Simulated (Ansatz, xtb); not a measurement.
# Relative energy of two structures of H2SSi2

Structure X: a singlet given by its coordinates. Structure Y: a singlet given by its coordinates. Both are isolated molecules in the gas phase, relaxed with PBE0-D3(BJ)/pcseg-1.

X (Å):

```xyz
5

S    -0.0050   -0.6024    0.9724
Si   -0.5146    0.4620   -0.8461
Si   -1.9807   -0.9775    0.2478
H    -0.5096    1.9378   -0.6514
H     0.3406    0.0519   -1.9934
```

Close contacts (Å): S1–Si2 2.17, S1–Si3 2.14, Si2–Si3 2.33, Si2–H4 1.49, Si2–H5 1.49.

Y (Å):

```
atom    x (Å)    y (Å)    z (Å)
   S  -1.0533  -0.6103  -0.3175
  Si   0.9946   0.1301  -0.3468
  Si  -0.6690   0.9001   1.2040
   H   0.9106   0.2426   1.3664
   H   0.3741   1.6755   0.0794
```

Close contacts (Å): S1–Si2 2.18, S1–Si3 2.18, Si2–Si3 2.40, Si2–H4 1.72, Si2–H5 1.72, Si3–H4 1.72, Si3–H5 1.72.

Q: Estimate which is lower in electronic energy at CCSD(T)/def2-TZVPP, and by roughly how much.

A: The CCSD(T)/def2-TZVPP calculation puts structure X lower, by 12.0 kcal/mol.

The same difference at several levels:

```tsv
level	geometry	E(Y) − E(X) (kcal/mol)	departure from the last row (kcal/mol)	job, with rough time for the two
PBE0-D3(BJ)/pcseg-1	PBE0-D3(BJ)/pcseg-1	+13.4	+1.4	optimisation, 23 s
HF/def2-TZVPP	PBE0-D3(BJ)/pcseg-1	+18.9	+6.9	part of the CCSD(T) run
MP2/def2-TZVPP	PBE0-D3(BJ)/pcseg-1	+11.7	−0.3	part of the CCSD(T) run
CCSD(T)/def2-TZVPP	PBE0-D3(BJ)/pcseg-1	+12.0		single point, 25 s
```

The levels shown agree on the order. The largest departure from CCSD(T)/def2-TZVPP is that of HF/def2-TZVPP, 6.9 kcal/mol. Levels run at GFN2-xTB geometries aren't shown.

With harmonic frequencies from PBE0-D3(BJ)/pcseg-1 (ideal gas, rigid rotor, one conformer each, 298.15 K, 1 atm): on the last row, ΔE + ΔZPE = +11.2, ΔH = +11.1, ΔG = +11.6 kcal/mol.

The correlated steps freeze 15 core orbitals. Programs: Ansatz 0.2.0; the last row on 1 thread of Intel(R) Xeon(R) CPU @ 2.60GHz (Ice Lake) on a shared host.
